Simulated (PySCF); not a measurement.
# How well do the runs reproduce experiment for ethanethiol?

**What was measured.**

NIST CCCBDB Release 22 (SRD 101), experimental polarizabilities lists, for the gas: mean polarisability 7.38 Å³.

The runs below try to reproduce these values; the comparison stands at the end.

Species: ethanethiol, C2H6S.
SMILES with atom numbers: `[CH3:1][CH2:2][SH:3]` (hydrogens: H4, H5, H6 on C1; H7, H8 on C2; H9 on S3)

Geometry (GFN2-xTB, Å), atoms numbered from 1 in this order:
```xyz
9
C2H6S angstrom
C     -0.7926    0.5312    0.1011
C      0.0980   -0.6775   -0.1095
S      1.7155   -0.4998    0.7262
H     -1.7637    0.3591   -0.3593
H     -0.3494    1.4195   -0.3460
H     -0.9388    0.7154    1.1631
H     -0.3408   -1.5718    0.3318
H      0.2882   -0.8595   -1.1673
H      2.0972    0.5894    0.0620
```

The PySCF runs (gas phase, on this GFN2-xTB geometry; no spin–orbit coupling):

```json
{"level": "PBE0/def2-SVPD", "job": "8 singlets by full TDDFT, 3 Tamm–Dancoff triplets, polarisability", "basis functions": "115", "wall time": "4.9 s"}
```

Hardware: one thread, Arm Neoverse V2, no GPU (shared host).

**Comparison with experiment**

**Mean polarisability.** Measured: 7.38 Å³ (NIST CCCBDB Release 22 (SRD 101), experimental polarizabilities).

```csv
level,computed (Å³),computed − measured (Å³),% (from the printed values)
PBE0/def2-SVPD,7.14,-0.24,-3
```

The computed values are static and purely electronic, with core orbitals frozen in the response (1 au = 0.148185 Å³). The table of measured values doesn't say here whether a value is static or optical, or holds a vibrational part. The measurement averages over conformers, the calculation has one.

The geometry is computed, not the measured one. Where a level misses, the cause wasn't examined.
